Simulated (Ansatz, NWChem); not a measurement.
# How basis sets differ on SiH4O (silanol)

SiH4O: 6 atoms, total charge 0, spin state singlet. SMILES: `O[SiH3]`. The shape is that of a PBE0-D4/def2-TZVP optimisation.

Quantity: the electronic atomisation energy, in eV. The values are calculated. Electronic energies at fixed atoms, without zero-point motion or spin-orbit coupling.

```csv
level,kind,program,value (eV),CPU time (all runs)
CAM-B3LYP/pcseg-2,range-separated hybrid,NWChem,20.01,81 s
CAM-B3LYP/STO-3G,range-separated hybrid,Ansatz,23.17,1.7 s
CAM-B3LYP/pcseg-0,range-separated hybrid,NWChem,17.56,7.5 s
CAM-B3LYP/pcseg-1,range-separated hybrid,NWChem,19.47,12 s
```

The values span 17.56 to 23.17 eV. Times are those of the runs behind each value, whatever else they computed, on shared processors of several kinds: orders of magnitude only.
